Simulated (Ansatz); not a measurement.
# AlH₃Cl (doublet): wave-function methods side by side at distance Al1–H4 along a hydrogen transfer = 2.413 Å, cc-pVDZ

Aim: climb from Hartree-Fock through coupled cluster and multireference methods for AlH₃Cl (doublet) at one geometry and basis, and see what each rung misses.

Method: cc-pVDZ, correlated electrons: outside noble gas; program: Ansatz 0.2.0, Gaussian basis.

The runs, in order: UHF; CCSD(T) on ROHF; CCSD(T) on UHF; BCCD(T) on ROHF; CISD; CCSDT(Q) on ROHF; CCSDT(Q) on UHF; CASSCF and MRCISD+Q, 3 electrons in 3 orbitals; CASSCF and NEVPT2, 3 electrons in 3 orbitals.

## 1. The system

The geometry derives from fragments relaxed apart (PBE0/def2-TZVP) and kept rigid, so it is no stationary point. A hydrogen atom is moved between rigid fragments.

5 atoms, charge 0, spin multiplicity 2.

Atoms are counted from 1 here; the program's logs count them from 0.

Bond lengths: Al1–H2 1.586 Å, Al1–H3 1.586 Å, H4–Cl5 1.350 Å. Angles: H2–Al1–H3 120.0°.

Geometry (Å):

```
atom    x (Å)    y (Å)   z (Å)
 Al1  -2.0508   0.0000  0.0000
  H2  -2.8437   1.3734  0.0000
  H3  -2.8437  -1.3734  0.0000
  H4   0.3622   0.0000  0.0000
 Cl5   1.7122   0.0000  0.0000
```

In the tables R marks a restricted open-shell determinant and U an unrestricted one; 'pair' is the active space of 3 electrons in 3 orbitals; correlation energies count from the lowest restricted Hartree-Fock solution.

## 2. UHF

Input file in.yaml:

```yaml
crystal:
  periodic: [false, false, false]
  atoms:
    - {symbol: Al, position_ang: [-2.050821, 0.000000, 0.000000]}
    - {symbol: H, position_ang: [-2.843744, 1.373384, 0.000000]}
    - {symbol: H, position_ang: [-2.843744, -1.373384, 0.000000]}
    - {symbol: H, position_ang: [0.362179, 0.000000, 0.000000]}
    - {symbol: Cl, position_ang: [1.712179, 0.000000, 0.000000]}
basis:
  gaussian: {orbitals: cc-pVDZ}
magnetization: {spin_polarized: true, initial_magnetization: 1}
hamiltonian: {xc: hf}
output: {orbitals: {seedname: orbitals}}
```

Launch:

```
> ansatz run in.yaml --threads 1 --pin off --events-out ev --progress --plain --max-ram 2393MiB
```

The runs that follow: CCSD(T) on ROHF; CCSD(T) on UHF; BCCD(T) on ROHF; CISD; CCSDT(Q) on ROHF; CCSDT(Q) on UHF; CASSCF and MRCISD+Q, 3 electrons in 3 orbitals; CASSCF and NEVPT2, 3 electrons in 3 orbitals.

Q: Predict the results of all the runs planned. Wanted: correlation energy, UCCSDT(Q); RMP2 from UCCSDT(Q); UMP2 from UCCSDT(Q); RCCSD from UCCSDT(Q); RCCSD(T) from UCCSDT(Q); UCCSD(T) from UCCSDT(Q); RCCSDT(Q) from UCCSDT(Q); NEVPT2 pair from UCCSDT(Q); MRCISD+Q pair from UCCSDT(Q).

As calculated:

| quantity | value |
| --- | --- |
| correlation energy, UCCSDT(Q) | -6.7592 eV |
| RMP2 from UCCSDT(Q) | +105.5 kJ/mol |
| UMP2 from UCCSDT(Q) | +105.4 kJ/mol |
| RCCSD from UCCSDT(Q) | +13.1 kJ/mol |
| RCCSD(T) from UCCSDT(Q) | +2.8 kJ/mol |
| UCCSD(T) from UCCSDT(Q) | +2.7 kJ/mol |
| RCCSDT(Q) from UCCSDT(Q) | 0.0 kJ/mol |
| NEVPT2 pair from UCCSDT(Q) | +104.1 kJ/mol |
| MRCISD+Q pair from UCCSDT(Q) | +3.4 kJ/mol |
| levels of the table within 1 kcal/mol (43 meV) | RCCSD(T), UCCSD(T), BCCD(T), RCCSDT, UCCSDT, RCCSDT(Q), MRCISD+Q pair |
| T1 diagnostic | 0.014 |

In words: RCCSD(T) misses by +2.8 kJ/mol, 0.4 % of the correlation energy. Of the multireference levels listed MRCISD+Q pair comes nearest in total energy (+3.4 kJ/mol), which doesn't show that its space is the better one. These misses are within one basis, not against nature; the frozen cores of restricted and unrestricted runs differ, which can shift their rows.
